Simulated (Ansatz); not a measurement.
Reaction (formal hydrolysis of a C–C bond): `CCCC(C)C(C)C` + H₂O → `CC(C)C(C)O` + propane

Isolated molecules relaxed with PBE0-D4/def2-TZVP in Ansatz; ΔE leaves out vibrations. CCSD(T)/CBS is the MP2 limit (def2-TZVPP, def2-QZVPP) plus CCSD(T) − MP2 in def2-TZVPP, frozen cores. This one scheme is used for every species. DFT in def2-TZVPP. B3LYP here is the variant with VWN-RPA as its local correlation; programs differ in this. Each species was taken in one conformer, which may not be the lowest.

CCSD(T)/CBS gives +0.35 eV.

(1) Another level gave +0.28 eV. Which?
A. B97M-V/def2-TZVPP
B. RPA@PBE/def2-TZVPP
C. B3LYP/def2-TZVPP
D. PBE/def2-TZVPP

Largest T1 diagnostic among the species: 0.009.

## Answers

(1) B. RPA@PBE/def2-TZVPP 0.28, B97M-V 0.21, PBE 0.14, B3LYP 0.07 eV.

At CCSD(T), def2-SVP lies −0.17 eV from the extrapolated value and def2-TZVPP −0.04 eV. Leaving LDA and LC-ωPBE aside and taking each functional with its dispersion term where it has one, the values, not all of them listed here, spread over 0.12 eV, from B2PLYP to revPBE-D4. LDA lies +0.10 eV from PBE without D4. The D4 term adds +0.15 eV with B3LYP and +0.09 eV with PBE0; it sums over pairs of atoms, weighted by their polarisabilities, and B3LYP, whose exchange is more repulsive, gets the larger term.
